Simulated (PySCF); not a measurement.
Species, as SMILES: C#C (C2H2).
Geometry (B3LYP-D3(BJ)/def2-TZVP, fixed):
```xyz
4

C      0.0000     0.0000    -0.5984
C      0.0000     0.0000     0.5984
H      0.0000     0.0000     1.6611
H      0.0000     0.0000    -1.6611
```

Basis-set convergence of the mean static polarisability at HF with PySCF. All functions are spherical. Density fitting with generated auxiliary sets. No added dispersion term, no relativity. Reference: the value in d-aug-cc-pVTZ, 23.26 bohr³, itself unsure by roughly 0.2 % (its mean distance from aug-pcseg-3, aug-cc-pVQZ, aug-pcseg-2). Deviations are taken from unrounded values.

```tsv
basis	functions	mean static polarisability (bohr³)
cc-pVDZ	38	15.99
aug-cc-pVDZ	64	22.65
def2-SVP	38	16.04
def2-SVPD	56	21.97
pcseg-1	38	16.28
aug-pcseg-1	64	23.08
6-311G**	48	16.61
6-311+G**	56	18.96
def2-TZVP	74	19.88
def2-TZVPD	92	22.99
cc-pVTZ	88	19.40
aug-cc-pVTZ	138	23.17
pcseg-2	88	19.50
aug-pcseg-2	138	23.16
def2-TZVPP	90	20.04
def2-TZVPPD	108	22.98
cc-pVQZ	170	21.15
aug-cc-pVQZ	252	23.24
def2-QZVPP	174	21.47
def2-QZVPPD	192	23.19
pcseg-3	186	22.11
aug-pcseg-3	268	23.24
```

What the diffuse functions change, pair by pair:
- cc-pVDZ to aug-cc-pVDZ: 26 more functions, deviation -31.3 to -2.7 %
- def2-SVP to def2-SVPD: 18 more functions, deviation -31.1 to -5.6 %
- pcseg-1 to aug-pcseg-1: 26 more functions, deviation -30.0 to -0.8 %
- 6-311G** to 6-311+G**: 8 more functions, deviation -28.6 to -18.5 %
- def2-TZVP to def2-TZVPD: 18 more functions, deviation -14.6 to -1.2 %
- cc-pVTZ to aug-cc-pVTZ: 50 more functions, deviation -16.6 to -0.4 %
- pcseg-2 to aug-pcseg-2: 50 more functions, deviation -16.2 to -0.5 %
- def2-TZVPP to def2-TZVPPD: 18 more functions, deviation -13.9 to -1.2 %
- cc-pVQZ to aug-cc-pVQZ: 82 more functions, deviation -9.1 to -0.1 %
- def2-QZVPP to def2-QZVPPD: 18 more functions, deviation -7.7 to -0.3 %
- pcseg-3 to aug-pcseg-3: 82 more functions, deviation -5.0 to -0.1 %

They bring the value nearer the reference by more than 0.2 % in 11 of 11 pairs.
